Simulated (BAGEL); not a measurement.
# C4H2N (SMILES N#CC1=[C]C1) at ROHF/def2-SVPD (density fitting with qzvpp-jkfit)

We compute a single-point energy of C4H2N. 

Program for the calculation: BAGEL 1.2.2.

2 further runs of the same task are left out: 2 set aside as unsound or not needed. Runs told in other sessions of the task aren't counted.

## 1. The molecule

C4H2N: 7 atoms, total charge 0, spin state doublet. As SMILES, `N#CC1=[C]C1`. Geometry: relaxed at GFN2-xTB.

Bond lengths: N1–C2 1.152 Å, C2–C3 1.364 Å, C3–C4 1.298 Å, C3–C5 1.602 Å, C4–C5 1.464 Å, C5–H6 1.083 Å, C5–H7 1.083 Å. Some angles: N1–C2–C3 179.1°, C2–C3–C4 160.0°, C2–C3–C5 140.4°, C4–C3–C5 59.5°, C3–C4–C5 70.6°, C3–C5–C4 49.8°, C3–C5–H6 117.7°, C3–C5–H7 117.7°, C4–C5–H6 120.5°, C4–C5–H7 120.5°.

## 2. The energy at ROHF/def2-SVPD (density fitting with qzvpp-jkfit)

Input file hf.json:

```json
{ "bagel" : [

{
  "title" : "molecule",
  "basis" : "def2-svpd.json",
  "df_basis" : "qzvpp-jkfit",
  "angstrom" : true,
  "geometry" : [
    { "atom" : "N", "xyz" : [    0.548240,   -2.605450,    0.767450 ] },
    { "atom" : "C", "xyz" : [    0.136120,   -1.544100,    0.589820 ] },
    { "atom" : "C", "xyz" : [   -0.334690,   -0.284000,    0.366320 ] },
    { "atom" : "C", "xyz" : [   -1.093560,    0.766600,    0.443280 ] },
    { "atom" : "C", "xyz" : [    0.016310,    1.035200,   -0.472800 ] },
    { "atom" : "H", "xyz" : [    0.864240,    1.626360,   -0.149460 ] },
    { "atom" : "H", "xyz" : [   -0.136660,    1.005390,   -1.544600 ] }
  ]
},
{
  "title" : "rohf",
  "charge" : 0,
  "nopen" : 1
},
{
  "title" : "print",
  "file" : "orbitals.molden",
  "orbitals" : true
}

]}
```

The basis set def2-SVPD is read from a file made from the Basis Set Exchange's data (not shown).

Command:

```console
$ BAGEL_NUM_THREADS=1 BAGEL hf.json > hf.out
```

Standard output:

```text
* using 1 threads per process

  ===============================================================
  ===============================================================

  *** Geometry ***

  { "atom" : "N", "xyz" : [      1.036023,     -4.923587,      1.450270 ] },
  { "atom" : "C", "xyz" : [      0.257230,     -2.917926,      1.114598 ] },
  { "atom" : "C", "xyz" : [     -0.632472,     -0.536682,      0.692244 ] },
  { "atom" : "C", "xyz" : [     -2.066529,      1.448664,      0.837678 ] },
  { "atom" : "C", "xyz" : [      0.030821,      1.956244,     -0.893463 ] },
  { "atom" : "H", "xyz" : [      1.633177,      3.073375,     -0.282438 ] },
  { "atom" : "H", "xyz" : [     -0.258250,      1.899912,     -2.918871 ] },

  Number of auxiliary basis functions:      413

  Since a DF basis is specified, we compute 2- and 3-index integrals:
    o Being stored without compression. Storage requirement is 0.044 GB

  Number of basis functions:      116
  Number of electrons      :       33

    * METHOD: MOLECULE                             0.21

  *** Open-shell HF ***

  === Nuclear Repulsion ===
   122.7537661258

      * DIIS with orbital gradients will be used.

  === ROHF iteration (def2-svpd.json) ===
      0       -206.58100866          0.02526754           0.13
      1       -206.66603537          0.02042667           0.14
      2       -206.67860492          0.01896127           0.13
      3       -206.73550797          0.00187041           0.14
      4       -206.73695931          0.00109224           0.13
      5       -206.73769872          0.00076511           0.13
      6       -206.73826957          0.00046960           0.14
      7       -206.73859130          0.00020390           0.13
      8       -206.73884458          0.00010437           0.13
      9       -206.73894117          0.00006107           0.14
     10       -206.73894959          0.00003550           0.14
     11       -206.73895824          0.00001331           0.14
     12       -206.73896391          0.00000574           0.14
     13       -206.73896422          0.00000261           0.14
     14       -206.73896415          0.00000148           0.14
     15       -206.73896397          0.00000098           0.14
     16       -206.73896411          0.00000064           0.14
     17       -206.73896410          0.00000040           0.14
     18       -206.73896417          0.00000024           0.14
     19       -206.73896426          0.00000012           0.14
     20       -206.73896432          0.00000007           0.14
     21       -206.73896433          0.00000004           0.13
     22       -206.73896434          0.00000002           0.14
     23       -206.73896434          0.00000001           0.13
     24       -206.73896434          0.00000001           0.13
    * SCF iteration converged.

    * S^2 (ROHF) is 0.7500

    * Permanent dipole moment:
           (    0.169367,    -1.368906,     0.488498) a.u.

    * METHOD: ROHF                                 3.57

    * METHOD: PRINT                                0.03

  ===============================================================
```

Run time: 4.2 s. Hardware: 1 thread of Arm Neoverse V1, shared host.

## 3. Outcome

At ROHF/def2-SVPD (density fitting with qzvpp-jkfit):

```
     quantity          value
 total energy  -206.73896 Eh
dipole moment         3.72 D
         ⟨S²⟩          0.750
```
